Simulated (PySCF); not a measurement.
CFCl3.
Structure used (GFN2-xTB), in Å, numbered top down from 1:
```xyz
5
CCl3F angstrom
F      0.0603   -0.1410    1.3961
C      0.0046   -0.0063    0.0667
Cl    -0.4579    1.6606   -0.3126
Cl     1.6028   -0.3706   -0.6039
Cl    -1.2011   -1.1397   -0.5634
```

The closed-shell ground state was solved at several levels (PySCF, density fitting, gas phase, non-relativistic).

```json
{"level": "LC-wPBE/STO-3G", "basis functions": "37", "HOMO (eV)": "-10.87", "LUMO (eV)": "3.78", "gap (eV)": "14.65", "dipole (D)": "1.12"}
{"level": "wB97X-D/STO-3G", "basis functions": "37", "HOMO (eV)": "-9.79", "LUMO (eV)": "3.26", "gap (eV)": "13.05", "dipole (D)": "1.02"}
{"level": "HCTH407/STO-3G", "basis functions": "37", "HOMO (eV)": "-6.60", "LUMO (eV)": "-0.30", "gap (eV)": "6.30", "dipole (D)": "1.20"}
{"level": "BHandHLYP/STO-3G", "basis functions": "37", "HOMO (eV)": "-9.28", "LUMO (eV)": "2.70", "gap (eV)": "11.98", "dipole (D)": "0.88"}
{"level": "mPW1PW91/STO-3G", "basis functions": "37", "HOMO (eV)": "-7.84", "LUMO (eV)": "1.28", "gap (eV)": "9.12", "dipole (D)": "1.05"}
{"level": "CAM-B3LYP/STO-3G", "basis functions": "37", "HOMO (eV)": "-9.17", "LUMO (eV)": "2.68", "gap (eV)": "11.85", "dipole (D)": "1.04"}
{"level": "OLYP/STO-3G", "basis functions": "37", "HOMO (eV)": "-6.11", "LUMO (eV)": "0.20", "gap (eV)": "6.31", "dipole (D)": "1.21"}
{"level": "B97-2/STO-3G", "basis functions": "37", "HOMO (eV)": "-7.63", "LUMO (eV)": "1.04", "gap (eV)": "8.67", "dipole (D)": "1.07"}
{"level": "wB97X/STO-3G", "basis functions": "37", "HOMO (eV)": "-10.39", "LUMO (eV)": "3.74", "gap (eV)": "14.13", "dipole (D)": "1.07"}
{"level": "revPBE/STO-3G", "basis functions": "37", "HOMO (eV)": "-6.01", "LUMO (eV)": "0.31", "gap (eV)": "6.32", "dipole (D)": "1.24"}
```

(1) What might HSE06/STO-3G (37 basis functions) give for the same quantities?

(2) In the STO-3G basis, how does the gap go with the fixed share of exact exchange?

(3) How far do the dipole and the HOMO energy spread over the levels?

## Answers

(1) HOMO -7.35 eV, LUMO 0.96 eV, gap 8.31 eV, dipole 1.06 D.

(2) HCTH407 (0 %) 6.30 eV; OLYP (0 %) 6.31 eV; revPBE (0 %) 6.32 eV; B97-2 (21 %) 8.67 eV; mPW1PW91 (25 %) 9.12 eV; BHandHLYP (50 %) 11.98 eV. Each rise in the share widens the gap here.

(3) The dipole runs from 0.88 to 1.24 D (mean 1.09 D) and the HOMO from -10.87 to -6.01 eV.
